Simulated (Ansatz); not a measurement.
# How far each method lies from UCCSDT(Q) for Ga–SiH–Ga, doublet

Geometry: displaced at random from a stationary point.

```yaml
atoms:
  - { symbol: Ga, position_ang: [0.0023, -0.5234, 2.5394] }
  - { symbol: Si, position_ang: [0.0015, -0.2594, 0.0110] }
  - { symbol: Ga, position_ang: [0.0495, -0.4802, -2.5487] }
  - { symbol: H, position_ang: [-0.0533, 1.2630, -0.0017] }
```

Basis cc-pVDZ; Ansatz 0.2.0. Correlated methods freeze the noble-gas cores and the filled d shells of p-block atoms, which leaves 11 electrons in 44 orbitals. R marks a restricted (for open shells ROHF) determinant, U an unrestricted one. Active spaces: frontier = (9e, 9o) about the gap. No spin–orbit coupling is included, and no scalar relativity.

Full CI isn't at hand for all of this; UCCSDT(Q) serves as the reference, and is uncertain by the last step of the cluster series or more. The frozen core follows each run's orbitals, which can shift R against U totals by a few meV for light atoms and by up to 0.1 eV past Ca.

The UHF ⟨S²⟩ is 0.800. The T1 diagnostic (RCCSD) is 0.0248. The largest doubles amplitude (RCCSD) is 0.062. The T1 diagnostic (UCCSD) is 0.0329.

```csv
level,E − E(UCCSDT(Q)) (kJ/mol),wall time
UHF,583.8,–
UMP2,147.0,–
UCCSD,28.1,–
UCCSD(T),6.5,74 s
UCCSDT,1.8,–
```

Run but not shown, since their state, orbitals or frozen core can't be matched to the reference's or they repeat it: RHF, RMP2, CISD, RCCSD, RCCSD(T), BCCD(T), RCCSDT, RCCSDT(Q), CASSCF (frontier space), MRCISD (frontier space), MRCISD+Q (frontier space).

Times hold each run's SCF and search for its determinant on a shared host, so for small cases they say little of a method's own cost; they ran on 1 thread of Intel Xeon.
